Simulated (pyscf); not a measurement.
PySCF, gas phase, ωB97X-D3(BJ)/def2-SVP geometries. Correlated levels are frozen-core, on RHF or UHF. ΔMP2 is the change of the MP2 total energy from the triple- to the quadruple-zeta basis.

Problem. Estimate by transition-state theory the rate constant of H₂O (SMILES O) + F–SiH₂–Cl (SMILES F[SiH2]Cl) → HO–SiH₂–F (SMILES O[SiH2]F) + HCl (SMILES Cl) (singlet surface; H–O, Cl–Si broken, O–Si, Cl–H formed) at 298 K, with CCSD(T)/def2-TZVPP + ΔMP2(QZVPP) energies (ideal gas, 1 atm, RRHO with modes under 100 cm⁻¹ raised to 100, one conformer, R ln 2 for chiral ones without a mode under 150 cm⁻¹; no tunnelling).

Solution. The electronic barrier is 15.1 kcal/mol and the thermal terms add +9.4, so ΔG‡ = 24.6 kcal/mol. With k_BT/h = 6.21e+12 s⁻¹ and RT = 0.592 kcal/mol, and a volume of 4.06e-20 cm³ per molecule at 1 atm, k = 2.4e-25 cm³ molecule⁻¹ s⁻¹. Wigner's tunnelling factor for 398i cm⁻¹ would be 1.15. A shift of 1 kcal/mol in the barrier changes k by a factor 5.4. On the reactant side the descent ends in an adduct with a O–Si contact, 9.1 kcal/mol over the separated species and 3.7 kcal/mol under the saddle at ωB97X-D3(BJ)/def2-TZVP. On the product side the descent ends in a complex, 4.2 kcal/mol under the separated species and 17.6 kcal/mol under the saddle at ωB97X-D3(BJ)/def2-TZVP. What is counted as formed (O–Si) is already present as a longer contact in the reactant adduct; forming that adduct is a step of its own. At ωB97X-D3(BJ)/def2-TZVP the barrier from the zero used here is 12.8 kcal/mol. One saddle was located; it need not be the lowest between these sides. The CCSD(T) − MP2 part came from Ansatz, without density fitting, on the same reference.
